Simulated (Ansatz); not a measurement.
Corundum Cr₂O₃

Method: PBE in Ansatz (plane waves, PAW).

Numerical settings: plane-wave cutoff 500 eV, 10×10×10 k mesh, Fermi–Dirac smearing 0.05 eV, magnetic order afm+--+, spin-polarised with opposed moments, scalar-relativistic PAW data made under PBE.

Cell (relaxed at this level):

```cif
data_Cr4O6
_chemical_formula_sum 'Cr4 O6'
_space_group_name_H-M_alt 'P 1'
_space_group_IT_number 1
_cell_length_a 5.32570
_cell_length_b 5.32570
_cell_length_c 5.32570
_cell_angle_alpha 56.425
_cell_angle_beta 56.425
_cell_angle_gamma 56.425
loop_
_space_group_symop_operation_xyz
  'x, y, z'
loop_
_atom_site_label
_atom_site_type_symbol
_atom_site_fract_x
_atom_site_fract_y
_atom_site_fract_z
_atom_site_occupancy
Cr1 Cr 0.34646 0.34646 0.34646 1
Cr2 Cr 0.15354 0.15354 0.15354 1
Cr3 Cr 0.65354 0.65354 0.65354 1
Cr4 Cr 0.84646 0.84646 0.84646 1
O1 O 0.55710 0.94290 0.25000 1
O2 O 0.25000 0.55710 0.94290 1
O3 O 0.94290 0.25000 0.55710 1
O4 O 0.44290 0.05710 0.75000 1
O5 O 0.75000 0.44290 0.05710 1
O6 O 0.05710 0.75000 0.44290 1
```

```
Property                                                              Result
-----------------------------------------------  ---------------------------
magnetic moment (largest site, within a sphere)                      2.24 μB
band gap                                         1.23 eV (on the SCF k mesh)
```

Measured, for comparison: band gap 3.3 ± 0.1 eV (temperature not stated, no zero-point or thermal correction, middle of the range; as tabulated in Medasani et al. (2019), arXiv:1904.04625). Computed (rounded) less measured: band gap -2.07 eV.

Moments are spin moments.

The computed numbers hold no vibrational or temperature effects.

Ansatz is an electronic-structure program.
